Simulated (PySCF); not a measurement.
**CN₂ + F₂ → CF₂ + N₂**

Level: PBE0 in the def2-TZVP basis family, all electrons, no relativity, computed in PySCF with density fitting; open shells unrestricted.

```tsv
species	state and structure	E (Eh)	ZPE (kJ/mol)	H(298 K) − H(0) (kJ/mol)	S° (J/(mol K))
CN₂	triplet, D∞h, C–N 1.224 Å (×2)	-147.37520	22.4	10.1	225.3
F₂	singlet, D∞h, F–F 1.376 Å	-199.40856	6.6	8.7	201.9
CF₂	singlet, C2v, C–F 1.296 Å (×2); F–C–F 104.8°	-237.56926	18.6	10.3	240.6
N₂	singlet, D∞h, N–N 1.089 Å	-109.44629	14.9	8.7	191.4
```

Q: What is the electronic reaction energy?

A: At PBE0/def2-TZVP, ΔE = -608.6 kJ/mol from the differences of the total energies times 2625.5, downhill. Fluorination of this kind underlies dry etching and chamber cleaning.

Q: Add zero-point, thermal and entropy terms for 298.15 K and 1 bar.

A: ΔZPE = 4.5 and Δ[H(298) − H(0)] = 0.2 kJ/mol give ΔH° = -603.9 kJ/mol. ΔS° = 4.8 J/(mol K), so ΔG° = -603.9 − 298.15 × (0.0048) = -605 kJ/mol.

Each species is the lowest minimum found with this bonding; other isomers or fragments can lie lower.
